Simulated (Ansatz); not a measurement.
HgS (P3₂21, No. 154), treated with RPBE (Ansatz, an electronic-structure program, plane waves, PAW).

Settings: plane-wave cutoff 520 eV, 12×12×4 k mesh (along the axes of the cell as run), Fermi–Dirac smearing 0.01 eV, scalar-relativistic PAW data made under PBE.

Cell (measured lattice):

```
CELL_PARAMETERS angstrom
      2.07250    -3.58968     0.00000
      2.07250     3.58968     0.00000
      0.00000     0.00000     9.49600
ATOMIC_POSITIONS crystal
  Hg 0.71980 0.00000 0.66667
  Hg 0.00000 0.71980 0.33333
  Hg 0.28020 0.28020 0.00000
  S  0.48890 0.00000 0.16667
  S  0.00000 0.48890 0.83333
  S  0.51110 0.51110 0.50000
```

Task: What does this level give for the band gap and smallest direct gap on the k points sampled?

Result: 
band gap: 1.48 eV
smallest direct gap on the k points sampled: 1.52 eV

Note: cell and atoms aren't relaxed at this level (pressure 6.6 GPa).

Spin–orbit coupling is not included.

Computed values are for the static lattice.
